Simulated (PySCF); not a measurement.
C2H2F2N (doublet state).
Atom-mapped SMILES: `[H]/[N:1]=[C:2]\[CH:3]([F:4])[F:5]` (hydrogens: H6 on N1; H7 on C3)

Cartesian coordinates in Å at the GFN2-xTB level; atoms count from 1:
```
atom  x, y, z in Å
N1     1.6883   -0.4550    0.0019
C2     0.5205   -0.6471    0.2505
C3    -0.7825    0.0408    0.1288
F4    -0.7583    1.0445   -0.8070
F5    -1.7681   -0.7957   -0.2528
H6     2.1662    0.3264   -0.4457
H7    -1.0627    0.4910    1.0972
```

The hyperfine couplings belong to this conformer and change with its torsions.

Computed with UKS B3LYP, pcH-1 on C F H N, non-relativistic, mean-field spin-orbit, GIAO in PySCF 2.14.0. Geometry: GFN2-xTB, one conformer, isolated molecule. Couplings are sensitive to structure, and on GFN2-xTB geometries they can be far from those on DFT ones. No stability test was run, so a lower SCF solution isn't excluded.

Principal values of hyperfine tensors in MHz (contact and dipolar terms together), for some of the nuclei:

| atom | isotope | A1 | A2 | A3 |
| --- | --- | --- | --- | --- |
| C2 | 13C | 373.13 | 378.40 | 521.67 |
| H6 | 1H | 206.83 | 212.97 | 235.29 |
| C3 | 13C | 127.39 | 129.35 | 162.51 |
| F4 | 19F | 34.49 | 43.34 | 292.24 |
| F5 | 19F | 3.96 | 10.34 | 35.03 |
| H7 | 1H | -12.29 | -10.37 | 6.33 |

(1) Give the isotropic coupling of each nucleus in MHz and in mT (g = 2.0017), and the anisotropic part.

(2) What spin density at the nucleus of F5 lies behind its contact coupling (g_N = 5.25774)?

(3) N1 (14N, g_N = 0.40376) isn't in the table. Its spin density at the nucleus is 0.3732 bohr⁻³. What is its contact coupling?

(4) Which nucleus of the table has the largest anisotropic coupling, and what is its form?

(5) What first-order splitting does H6 cause when the field lies along A1, A2 or A3 of its tensor (g taken as isotropic, no quadrupole term)?

Results:

(1) a_iso is a third of the trace, T = A − a_iso, and a(mT) = a(MHz)/(g × 13.996).

| atom | a_iso (MHz) | a_iso (mT) | T1 | T2 | T3 |
| --- | --- | --- | --- | --- | --- |
| C2 | 424.40 | 15.148 | -51.27 | -46.00 | 97.27 |
| H6 | 218.36 | 7.794 | -11.54 | -5.39 | 16.93 |
| C3 | 139.75 | 4.988 | -12.36 | -10.40 | 22.76 |
| F4 | 123.36 | 4.403 | -88.87 | -80.02 | 168.89 |
| F5 | 16.44 | 0.587 | -12.48 | -6.11 | 18.59 |
| H7 | -5.44 | -0.194 | -6.85 | -4.93 | 11.78 |

(2) a_FC = (2μ0/3) gₑ μB g_N μN ρ(0)/(2S·h) = 800.24 MHz × g_N × ρ(0)/(2S), with ρ in bohr⁻³. With a_FC = 16.44 MHz and 2S = 1, ρ(0) = 0.003908 bohr⁻³.

(3) By the same relation, a_FC = 120.6 MHz. Its full tensor has the principal values 108.32, 112.41, 141.03 MHz.

(4) F4: -88.9, -80.0, 168.9 MHz, nearly axial, close to the ratio −1:−1:+2.

(5) 2 lines (I = 1/2), spaced by |A_i|/(g × 13.996): 7.38, 7.60, 8.40 mT along the axes of A1, A2 and A3.
